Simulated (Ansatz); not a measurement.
Cost and result for the atomization energy of `CCC(C)F` (14 atoms, 13 bonds).

Cartesian coordinates in Å:
```
C -1.3986 0.3286 0.8370
C 0.1172 0.4078 0.9063
C 0.8120 -0.5371 -0.0502
C 0.6024 -0.2248 -1.5101
F 2.1817 -0.4809 0.2113
H -1.8546 0.9649 1.5976
H -1.7512 -0.6927 1.0076
H -1.7797 0.6545 -0.1333
H 0.4579 1.4270 0.6954
H 0.4578 0.1637 1.9168
H 0.5034 -1.5688 0.1623
H 0.9014 0.8037 -1.7266
H -0.4469 -0.3477 -1.7852
H 1.1973 -0.8982 -2.1290
```

The species carries charge 0 and has multiplicity 1. All single points use the PBE0-D4/def2-TZVP geometry. It is one conformer, not always the lowest. Program: Ansatz. All runs use 4 threads of a server CPU on a shared host. Times are those of one run each, without the atoms' runs, and a repeat can differ threefold. Electronic energies, without spin–orbit coupling; frozen cores. CCSD(T)/CBS adds CCSD(T) − MP2 in def2-TZVPP to the MP2 limit, and its time is that of the two runs behind it. T1 = 0.010. B3LYP takes the VWN-RPA correlation (the form of Gaussian; ORCA's B3LYP/G).

CCSD(T)/CBS is a level of theory with its own doubt, some kJ/mol a heavy atom from the limit and from the frozen cores, so smaller differences don't rank the functionals.

| level | functions | wall time | atomization (kJ/mol) | difference from CCSD(T)/CBS | per bond |
| --- | --- | --- | --- | --- | --- |
| PBE-D4/def2-TZVPP (with forces) | 281 | 1.4 s | 5597.0 | 101.1 | 7.8 |
| PBE0-D4/def2-TZVPP | 281 | 1.6 s | 5525.4 | 29.5 | 2.3 |
| r2SCAN-D4/def2-TZVPP (with forces) | 281 | 2.3 s | 5507.1 | 11.2 | 0.9 |
| B3LYP-D4/def2-TZVPP (with forces) | 281 | 2.6 s | 5497.5 | 1.6 | 0.1 |
| B2PLYP/def2-TZVPP | 281 | 3.2 s | 5446.3 | -49.6 | -3.8 |
| ωB97X-V/def2-TZVPP | 281 | 3.4 s | 5503.2 | 7.3 | 0.6 |
| ωB97M-V/def2-TZVPP (with forces) | 281 | 4.9 s | 5509.4 | 13.5 | 1.0 |
| MP2/def2-QZVPP | 555 | 17 s | 5505.7 | 9.8 | 0.8 |
| CCSD(T)/def2-TZVPP | 281 | 97 s | 5380.5 | -115.4 | -8.9 |
| CCSD(T)/CBS(def2) | – | 110 s | 5495.9 | 0.0 | 0.0 |

In def2-TZVPP, CCSD(T) changes the Hartree–Fock value by +1231.3 kJ/mol (the triples alone add +63.1 kJ/mol) and MP2 by +1288.8 kJ/mol; breaking electron pairs costs correlation energy, which Hartree–Fock lacks. The D4 term adds +35.5 kJ/mol with B3LYP and +18.7 kJ/mol with PBE0; it sums over pairs of atoms, weighted by their polarisabilities, and B3LYP, whose exchange is more repulsive, gets the larger term. From PBE to PBE0 (25 % exact exchange), in def2-TZVPP and without D4, the atomization energy moves by −67.8 kJ/mol: exact exchange takes away binding that semilocal exchange gives to molecules.
